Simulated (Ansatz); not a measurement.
C2H7NO2 (`OCNCO`). Charge 0, multiplicity 1. Geometry: relaxed with PBE0-D4/def2-TZVP. It is one conformer, not always the lowest.

```xyz
12

O     1.064    1.140    0.443
C     0.321    0.826   -0.747
N    -0.844    0.087   -0.445
C    -0.635   -1.175    0.205
O    -0.289   -1.095    1.567
H     1.909    1.525    0.193
H     0.037    1.752   -1.259
H     0.952    0.229   -1.417
H    -1.536    0.644    0.039
H     0.135   -1.709   -0.370
H    -1.557   -1.758    0.166
H     0.441   -0.466    1.626
```

Problem. What is the dipole moment at ωB97M-V/def2-TZVPP? (Estimate.)

Solution. Ansatz gave: 2.97 D, with components (1.46, 1.69, -1.96) D in this frame, pointing from negative to positive charge.

Problem. And with PBE, r2SCAN, B3LYP? (Estimate.)

Solution. The calculation gave: PBE 2.81 D, r2SCAN 2.88 D, B3LYP 2.95 D.

Problem. Give the Mulliken charges with ωB97M-V, r2SCAN, PBE in def2-TZVPP. (Best estimate.)

Solution. The calculation gave: 
```
atom  ωB97M-V  r2SCAN    PBE
  O1    -0.34   -0.38  -0.32
  C2    -0.01    0.16  -0.01
  N3    -0.25   -0.29  -0.23
  C4     0.05    0.21   0.06
  O5    -0.35   -0.38  -0.33
  H6     0.17    0.19   0.18
  H7     0.12    0.05   0.09
  H8     0.11    0.05   0.08
  H9     0.10    0.13   0.13
 H10     0.09    0.02   0.05
 H11     0.11    0.04   0.09
 H12     0.19    0.20   0.19
```

B3LYP here is the variant with VWN-RPA as its local correlation; programs differ in this.
